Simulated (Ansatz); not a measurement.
Geometry optimisation, RKS PBE0-D4/def2-SVP (Ansatz).

input.yaml

```yaml
crystal:
  periodic: [false, false, false]
  atoms:
    - { symbol: C, position_ang: [-1.1037, 0.61, -0.0858] }
    - { symbol: "N", position_ang: [-0.2193, -0.4444, -0.0801] }
    - { symbol: C, position_ang: [-0.63377, -1.64918, -0.43072] }
    - { symbol: "N", position_ang: [-0.18924, -2.3073, 0.68117] }
    - { symbol: C, position_ang: [0.25032, -0.97451, 1.16121] }
    - { symbol: H, position_ang: [-0.7154, 1.5846, 0.319] }
    - { symbol: H, position_ang: [-1.4431, 0.8643, -1.1204] }
    - { symbol: H, position_ang: [-2.005, 0.4181, 0.4784] }
    - { symbol: H, position_ang: [-1.22125, -1.94335, -1.34804] }
    - { symbol: H, position_ang: [-0.3368, -0.66878, 2.03048] }
    - { symbol: H, position_ang: [1.29664, -0.88749, 1.28099] }
basis:
  gaussian: { orbitals: def2-SVP }
hamiltonian:
  xc: pbe0
  dispersion: d4
relax:
  f_tol: 0.015
  max_steps: 40
```

Run as:

```bash
$ ansatz run input.yaml --threads 2 --pin off --max-ram 3072MiB --backend cpu --events-out ev --progress --plain --runs-dir out
```

Question: Where does it end, and by what steps?

Answer: The forces met the threshold. After 9 steps the energy has fallen by 0.665 eV; H8 moved furthest, 0.24 Å.

| step | energy less start (eV) | largest force component (eV/Å) | accepted |
| --- | --- | --- | --- |
| 0 | 0.0000 | 4.090 | yes |
| 1 | -0.5399 | 1.904 | yes |
| 2 | -0.6395 | 0.688 | yes |
| 3 | -0.6039 | 1.386 | no |
| 4 | -0.6625 | 0.117 | yes |
| 5 | -0.6635 | 0.101 | yes |
| 6 | -0.6644 | 0.037 | yes |
| 7 | -0.6648 | 0.042 | yes |
| 8 | -0.6651 | 0.021 | yes |
| 9 | -0.6652 | 0.010 | yes |

```xyz
11
Properties=species:S:1:pos:R:3
C -1.175 0.736 -0.102
N -0.306 -0.406 -0.055
C -0.611 -1.712 -0.399
N -0.075 -2.369 0.576
C 0.231 -1.052 1.157
H -0.623 1.638 0.201
H -1.514 0.893 -1.137
H -2.071 0.644 0.543
H -1.127 -2.071 -1.300
H -0.353 -0.835 2.067
H 1.302 -0.864 1.336
```

Whether the end is a true minimum wasn't checked by a vibrational analysis.

The run took 15 s on 2 threads of INTEL(R) XEON(R) PLATINUM 8581C CPU @ 2.30GHz (Emerald Rapids), on a shared host, peak memory 0.23 GiB.
